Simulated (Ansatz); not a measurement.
Mulliken charges of `[BH]` from PBE/def2-TZVPP in Ansatz (PBE0-D4/def2-TZVP geometry).

```json
{"atom": "B1", "x (Å)": "0.000", "y (Å)": "0.000", "z (Å)": "-0.004", "charge (e)": "-0.013"}
{"atom": "H2", "x (Å)": "0.000", "y (Å)": "0.000", "z (Å)": "1.237", "charge (e)": "0.013"}
```

Q: By hand: the dipole of these point charges (1 e Å = 4.8032 D).

A: Σ q r = (0.000, 0.000, 0.016) e Å, of length 0.016 e Å = 0.08 D.

Q: How does the dipole of the full density compare? (An estimate is asked.)

A: Computed: (0.000, 0.000, 0.320) e Å, 1.54 D; the point charges give 0.05 times that, at 0° from its direction.

Point charges leave out the atoms' own dipoles, such as those of lone pairs, and Mulliken's split depends on the basis, so the two needn't agree.
